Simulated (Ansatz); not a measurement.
Two isomers of C2H4O2: A = `C=C(O)O`, B = `COC=O`.

Isolated molecules relaxed with PBE0-D4/def2-TZVP in Ansatz; ΔE leaves out vibrations. CCSD(T)/CBS adds triple-zeta CCSD(T) − MP2 to the extrapolated MP2 energy (def2 sets, frozen cores). DFT in def2-TZVPP. Each species was taken in one conformer, which may not be the lowest.

(1) Which is lower in electronic energy at CCSD(T)/CBS, and by how much? (Best estimate.)

(2) Give E(B) − E(A) in kJ/mol with HF/def2-TZVPP, r2SCAN-D4, CCSD(T)/def2-SVP, CCSD/def2-TZVPP, LDA (SPW92), MP2/def2-TZVPP, CCSD(T)/def2-TZVPP. (An estimate is asked.)

(3) Does the order hold for the free energy at 298.15 K (harmonic terms from PBE0-D4)? (An estimate is asked.)

Largest T1 diagnostic: 0.015.

## Answers

(1) Computed: B, by 39.5 kJ/mol.

(2) The calculation gave: HF/def2-TZVPP -52.9, r2SCAN-D4 -42.0, CCSD(T)/def2-SVP -65.0, CCSD/def2-TZVPP -44.4, LDA (SPW92) -26.9, MP2/def2-TZVPP -44.8, CCSD(T)/def2-TZVPP -45.8. None reverses the order clearly.

(3) Computed: Yes: G(B) − G(A) = -37.4 kJ/mol, for one conformer each.

From r2SCAN to r2SCAN0 (25 % exact exchange), in def2-TZVPP and without D4, E(B) − E(A) moves by +5.0 kJ/mol. In def2-TZVPP, CCSD(T) changes the Hartree–Fock value by +7.2 kJ/mol (the triples alone add −1.4 kJ/mol) and MP2 by +8.2 kJ/mol.
